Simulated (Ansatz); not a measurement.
A nudged elastic band was laid between two geometries of CH₃NS₂ (7 atoms, charge 0, multiplicity 1).

These are results of RKS B3LYP-D4/6-31G* (Ansatz), not measurements.

```json
{
  "movable images": "5",
  "climbing image": "yes",
  "spring": "5.0 eV/Å²",
  "optimiser": "quadratic models (default)",
  "start path": "through a guess of the saddle point",
  "force threshold": "0.05 eV/Å",
  "iteration limit": "60",
  "end points": "relaxed"
}
```

Image 0:

```xyz
7
Properties=species:S:1:pos:R:3
N -0.828 0.552 0.573
C 0.198 -0.203 0.130
S 1.075 -1.226 1.094
S 0.487 0.046 -1.625
H -1.083 0.488 1.548
H -1.362 1.164 -0.029
H 1.513 -0.820 -1.690
```

Image 6:

```xyz
7
Properties=species:S:1:pos:R:3
N -1.096 0.858 0.278
C -0.121 0.114 -0.036
S 0.679 -0.915 1.191
S 0.580 -0.018 -1.693
H -0.126 -0.511 2.196
H -1.460 1.391 -0.516
H 1.545 -0.920 -1.421
```

(1) What changes between the two ends?

(2) Give the energies along the band, and the barrier.

(3) What is the geometry of the highest image?

(4) What are the harmonic wavenumbers there?

Answers

(1) Bonds broken: N1–H5. Bonds formed: S3–H5.

(2) The run converged. The highest image is number 3 of 0 to 6, 1.85 eV above the first end and 1.19 eV above the last; the last end lies 0.66 eV above the first. A vibrational analysis at the climbing image gives one clearly imaginary mode, 1729i cm⁻¹: a first-order saddle point. The orbitals stay closed-shell, which can raise the energy where a bond breaks towards radicals; this wasn't checked here.

| image | path coordinate (Å) | energy (eV) | N1–H5 (Å) | S3–H5 (Å) |
| --- | --- | --- | --- | --- |
| 0 | 0.00 | 0.00 | 1.01 | 2.79 |
| 1 | 0.34 | 0.20 | 1.02 | 2.42 |
| 2 | 0.67 | 1.07 | 1.12 | 2.01 |
| 3 | 1.01 | 1.85 | 1.41 | 1.66 |
| 4 | 1.37 | 1.29 | 1.79 | 1.41 |
| 5 | 1.72 | 0.80 | 2.18 | 1.35 |
| 6 | 2.08 | 0.66 | 2.55 | 1.35 |

(3) 
```xyz
7
Properties=species:S:1:pos:R:3
N -0.921 0.651 0.482
C 0.061 -0.046 -0.018
S 0.748 -0.996 1.268
S 0.560 0.003 -1.708
H -0.534 -0.014 1.666
H -1.478 1.288 -0.090
H 1.565 -0.886 -1.600
```

(4) 1729i, 216, 272, 463, 474, 595, 671, 869, 890, 981, 1276, 1543, 1731, 2718, 3462 cm⁻¹.

Time of the run: 2.2 min on 1 thread of Arm Neoverse V1, on a shared host, peak memory 0.14 GiB.
